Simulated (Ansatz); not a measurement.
A calculation on zinc-blende MgS (metastable phase) returned lattice constant a 5.594 Å, bulk modulus 61.5 GPa, cohesive energy 4.27 eV/atom.

**Question.** Which level of theory produced these numbers?
A) HSE06 (Ansatz (an electronic-structure program))
B) PBEsol (Ansatz)
C) r²SCAN (Ansatz)
D) LDA (Ansatz)

**Answer.** D, LDA (Ansatz)

The others give: HSE06 5.663 Å, 59.5 GPa, 3.76 eV/atom; r²SCAN 5.662 Å, 59.9 GPa, 3.98 eV/atom; PBEsol 5.652 Å, 57.7 GPa, 3.95 eV/atom.

Unless a cell is named, each level is at its own relaxed cell (HSE06 22.70, LDA 21.88, PBEsol 22.57, r²SCAN 22.69 Å³/atom).

Ansatz's density-functional and Hartree–Fock values are scalar-relativistic unless marked +SOC, with PAW data made under PBE.
